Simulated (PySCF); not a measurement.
# CH7NO: the cost of one run

Program: PySCF 2.14.0. Level of theory: levels as typed in each script, gas phase, geometry from GFN2-xTB. These are calculated values, not measurements.

## (1) The starting structure

SMILES `N.CO`, 10 atoms, charge 0, spin multiplicity 1.

Bond lengths: N1–H2 1.015 Å, N1–H3 1.013 Å, N1–H4 1.013 Å, C5–O6 1.410 Å, C5–H7 1.088 Å, C5–H8 1.095 Å, C5–H9 1.094 Å, O6–H10 0.963 Å. Angles: H2–N1–H3 107.1°, H2–N1–H4 107.0°, H3–N1–H4 107.1°, O6–C5–H7 106.6°, O6–C5–H8 111.4°, O6–C5–H9 111.5°, H7–C5–H8 109.2°, H7–C5–H9 108.9°, H8–C5–H9 109.2°, C5–O6–H10 109.0°.

As a file:

```mol
CH7NO
  3D, bonds by distance, orders not assigned

 10  8  0  0  0  0  0  0  0  0999 V2000
   -2.2186   -0.1936   -0.0909 N   0  0
   -1.2531    0.1170   -0.0555 H   0  0
   -2.7807    0.6101   -0.3456 H   0  0
   -2.4806   -0.4527    0.8533 H   0  0
    1.5215   -0.5295   -0.0449 C   0  0
    0.8170    0.6799    0.1249 O   0  0
    0.9300   -1.3036    0.4398 H   0  0
    2.5098   -0.4859    0.4236 H   0  0
    1.6352   -0.7814   -1.1036 H   0  0
    1.3046    1.3898   -0.3057 H   0  0
  1  2  8  0
  1  3  8  0
  1  4  8  0
  5  6  8  0
  5  7  8  0
  5  8  8  0
  5  9  8  0
  6 10  8  0
M  END
```

## (2) Binding of the two fragments (r2SCAN/aug-cc-pvdz)

File input.py:

```python
import numpy as np
from pyscf import gto, scf, dft
from pyscf.scf import atom_ks, atom_hf
from scipy.linalg import block_diag
from pyscf.dispersion import dftd3

def solve(mol, dm0=None, hcore=None):
    mf = (dft.UKS if mol.spin else dft.RKS)(mol, xc='r2scan')
    mf.grids.level = 3
    mf = mf.density_fit(auxbasis='def2-universal-jkfit')
    mf.conv_tol, mf.max_cycle = 1e-8, 80
    if hcore is not None:
        mf.get_hcore = lambda *args: hcore
    mf.kernel(dm0)
    if not mf.converged:
        mf = mf.newton().run(mf.mo_coeff, mf.mo_occ, max_cycle=30)
    assert mf.converged, 'SCF not converged'
    return mf

mol = gto.M(atom='''
N     -2.21862    -0.19362    -0.09085
H     -1.25309     0.11700    -0.05548
H     -2.78075     0.61013    -0.34563
H     -2.48062    -0.45274     0.85327
C      1.52154    -0.52949    -0.04493
O      0.81700     0.67988     0.12491
H      0.92996    -1.30356     0.43977
H      2.50983    -0.48594     0.42364
H      1.63524    -0.78144    -1.10359
H      1.30458     1.38980    -0.30569
''', basis='aug-cc-pvdz', charge=0, spin=0, verbose=4)
mol_a = gto.M(atom='''
N     -2.21862    -0.19362    -0.09085
H     -1.25309     0.11700    -0.05548
H     -2.78075     0.61013    -0.34563
H     -2.48062    -0.45274     0.85327
ghost-C      1.52154    -0.52949    -0.04493
ghost-O      0.81700     0.67988     0.12491
ghost-H      0.92996    -1.30356     0.43977
ghost-H      2.50983    -0.48594     0.42364
ghost-H      1.63524    -0.78144    -1.10359
ghost-H      1.30458     1.38980    -0.30569
''', basis='aug-cc-pvdz', charge=0, spin=0, verbose=4)
mol_b = gto.M(atom='''
ghost-N     -2.21862    -0.19362    -0.09085
ghost-H     -1.25309     0.11700    -0.05548
ghost-H     -2.78075     0.61013    -0.34563
ghost-H     -2.48062    -0.45274     0.85327
C      1.52154    -0.52949    -0.04493
O      0.81700     0.67988     0.12491
H      0.92996    -1.30356     0.43977
H      2.50983    -0.48594     0.42364
H      1.63524    -0.78144    -1.10359
H      1.30458     1.38980    -0.30569
''', basis='aug-cc-pvdz', charge=0, spin=0, verbose=4)
ab, a, b = solve(mol), solve(mol_a), solve(mol_b)
e_int = ab.e_tot - a.e_tot - b.e_tot
print('counterpoise-corrected interaction energy / kcal/mol', e_int * 627.5095)
def disp(atoms, charge):
    m = gto.M(atom=atoms, charge=charge, basis='sto-3g', spin=None, unit='Bohr', verbose=0)
    return dftd3.DFTD3Dispersion(m, xc='r2scan', version='d3bj').get_dispersion()['energy']
e_disp = disp(mol._atom, mol.charge) - disp(mol._atom[:4], mol_a.charge) - disp(mol._atom[4:], mol_b.charge)
print('D3(BJ) part / kcal/mol', e_disp * 627.5095)
# spherically averaged free atoms, for the promolecule
atm = atom_ks.get_atm_nrks(mol, xc='r2scan')
pro = block_diag(*[(atm[a[0]][2] * atm[a[0]][3]) @ atm[a[0]][2].T for a in mol._atom])
np.savez('result.npz', e_int=e_int, e_disp=e_disp, dm_a=a.make_rdm1(), dm_b=b.make_rdm1(), c=ab.mo_coeff, occ=ab.mo_occ, eps=ab.mo_energy, pro=pro, d=[f.dip_moment(verbose=0) for f in (ab, a, b)])
```

The run is started by

```sh
OMP_NUM_THREADS=1 python input.py
```

Q: Estimate wall time and peak memory on 1 thread of Arm Neoverse V1, shared host.

About 74 s, with a peak of 0.55 GiB.
